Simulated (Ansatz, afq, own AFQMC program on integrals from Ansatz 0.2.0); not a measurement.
Integrals from Ansatz 0.2.0, then the random walk in our own AFQMC program (afq).

```yaml
crystal:
  periodic: [false, false, false]
  atoms:
    - {symbol: B, position_ang: [0.000000, -0.106827, 1.235933]}
    - {symbol: Al, position_ang: [0.000000, 0.084457, -0.439181]}
    - {symbol: H, position_ang: [0.000000, -1.115013, -1.500000]}
basis:
  gaussian: {orbitals: 6-31G}
magnetization: {spin_polarized: false, initial_magnetization: 1}
correlation: {method: ccsd_t, electrons: outside_noble_gas, hamiltonian_folder: ham}
```

```sh
$ ansatz run in.yaml --threads 1 --pin off --events-out ev --progress --plain --max-ram 16896MiB --backend cuda --devices 0, --max-vram 18GiB
```

afq runs on the folder ham with

```
--method phaseless --trial cisd --walkers 4000 --populations 20 --least-time 60 --time-step 0.005 --steps-per-block 50 --equilibration-blocks 28 --max-blocks 4000 --target-error 0.00016 --factor-cut 1e-05 --start spin_pure --seed 6922 --release-times 0.24,0.51,0.99,1.62,2.4 --release-step 0.03 --release-every 3 --taylor-order 6
```

Times are imaginary, in 1/Eh. The walk had a cap of 122 s. With eight or more populations the least sampling time is a fifth of least-time, and the error comes from their spread.

Output of the walk:

```
orbitals 18  electrons 4 3  factors 113 of 296
reference energy -266.87212211 Eh
CCSD correlation -0.12011812 Eh in 32 cycles, weight of the determinant in the CISD state 0.7781
energy of the start -266.992239 Eh
 block  time / (1/Eh)  mean weight  energy / Eh
     1     0.250  1.0000  -266.991332
     2     0.500  1.0000  -266.991361
     3     0.750  1.0000  -266.991728
     4     1.000  1.0000  -266.992442
     5     1.250  1.0000  -266.993054
    12     3.000  1.0001  -266.995811
    19     4.750  1.0000  -266.997007
    26     6.500  1.0001  -266.997258
    33     8.250  1.0002  -266.997679
    40    10.000  0.9999  -266.998089
    47    11.750  1.0000  -266.997387
    50    12.500  1.0000  -266.999016
    54    13.500  0.9998  -266.997485
    61    15.250  1.0001  -266.998356
    68    17.000  0.9997  -266.998098
    69    17.250  1.0001  -266.995919
    75    18.750  0.9996  -266.997591
    78    19.500  1.0001  -266.997653
error from the spread of 20 populations
released: time / (1/Eh)  energy / Eh  error  mean overlap
  0.24  -266.997983  0.000141  0.9977
  0.51  -266.998205  0.000120  0.9994
  0.99  -266.998543  0.000126  0.9996
  1.62  -266.998879  0.000093  0.9984
  2.40  -266.999168  0.000325  0.9954
energy -266.997751 +/- 0.000138 Eh
(rows thinned)
```

The run passed its tests (sampling time, drift between the halves within three errors, error under three times the target), which doesn't prove that it has relaxed.

Against this walk (error 3.8 meV) on the same determinant: CCSD(T) 12.1 meV lower, CCSDT(Q) 62.2 meV lower, CCSDTQ 63.8 meV lower, full CI (a separate run on its own orbitals, whose frozen core shifts it by up to a few meV) 65.0 meV lower. The error is statistical and leaves out the bias of the constraint. The released energies are still falling (meV from the phaseless value at times in 1/Eh: -6 ± 4 at 0.24, -12 ± 3 at 0.51, -22 ± 3 at 0.99, -31 ± 3 at 1.62, -39 ± 9 at 2.40), so they give no level; they do show a bias of the constraint, and the last of them that isn't too noisy lies 34 meV above full CI. Full CI is exact here, so the walk's 65 meV above it is the walk's own error: the bias of the constraint with this trial.

Cautions: constraint bias not in the error; a spin-contaminated unrestricted determinant lies lower (UHF 1.33 eV lower, ⟨S²⟩ 1.70); the search met a lower determinant of the same kind, perhaps of another symmetry (153 meV lower), and this one is a saddle point; strong correlation (T1 0.062, weight of the determinant 0.78, largest double 0.26); CCSDTQ on the UHF determinant differs (386 meV lower), perhaps since the unrestricted series falls towards higher spin; full CI with its own frozen core; a state of higher spin lies lower (by 389 meV).

The walk took 36 s on 1 × NVIDIA H100 80GB HBM3 with 2 threads of AMD EPYC 7R13 Processor (Zen 3) (shared host) (the card was shared). The log's last line is the phaseless energy.

CCSDT and higher add their correlation energy to the determinant of the CCSD(T) run, since their own runs factorise the integrals more tightly (a shift of under 2 meV). A walk keeps the symmetry of its determinant, which the program's search chose and which needn't be the lowest solution, so a lower state of the same spin and another symmetry isn't excluded.
